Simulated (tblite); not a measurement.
Input of a run (GFN2-xTB geometry optimisation, gas phase (tblite 0.8.0)), started from a force field or distance geometry:
```
{"job": {"kind": "relax", "xc": "GFN2-xTB", "basis": "xTB"}, "charge": 0, "multiplicity": 1}
C     -0.025800     1.073200    -0.054700
C     -1.239400     0.426000    -0.031700
C     -1.384300    -0.947300     0.047500
P      0.070900    -1.901000     0.081900
C      1.451800    -0.853100     0.046500
C      1.198500     0.500400    -0.028900
H     -0.080300     2.175700    -0.110500
H     -2.146700     1.015100    -0.045900
H     -2.369200    -1.421400     0.068400
H      2.461700    -1.229300     0.061500
H      2.068300     1.164300    -0.060200
```

Output (eV, eV/Å):
```
step      E/eV     max force
  0    -427.62856    2.224
  1    -427.75785    1.297
  2    -427.82366    0.662
  3    -427.88659    0.587
  4    -427.90424    0.370
  5    -427.92385    0.324
  6    -427.93131    0.204
  7    -427.93534    0.122
  8    -427.93651    0.104
  9    -427.93726    0.080
 10    -427.93775    0.058
 11    -427.93799    0.033
 12    -427.93808    0.028
 13    -427.93813    0.024
 14    -427.93816    0.015
 15    -427.93817    0.007
```

Question: Summarise the run.

Answer: The energy falls by 7.1 kcal/mol over 15 L-BFGS steps, the largest force on an atom goes from 2.22 to 0.007 eV/Å, and the atoms move by 0.072 Å rms after alignment. The bond that changes most is C1–C6 (both ends aromatic CH carbon), which lengthens by 0.034 Å. Bonds longer at the end by more than 0.005 Å: 3 of 11; shorter: 4. Among the angles that change most is C3–P4–C5, from 109.5° to 99.9°. The energy never rose by more than 1e-5 eV on the way. The first step brought 42 % of the lowering.

Question: What are the final bond lengths?

Answer: C1–C2 1.386 Å, C2–C3 1.379 Å, C3–P4 1.734 Å, P4–C5 1.734 Å, C5–C6 1.379 Å, C1–C6 1.386 Å, C1–H7 1.081 Å, C2–H8 1.083 Å, C3–H9 1.083 Å, C5–H10 1.083 Å, C6–H11 1.083 Å. Numbering counts from 1 in the input's order; the species is `c1ccpcc1`.

Its GFN2-xTB frequencies are all real (lowest 247 cm⁻¹).

The numbers are calculated, not measured.
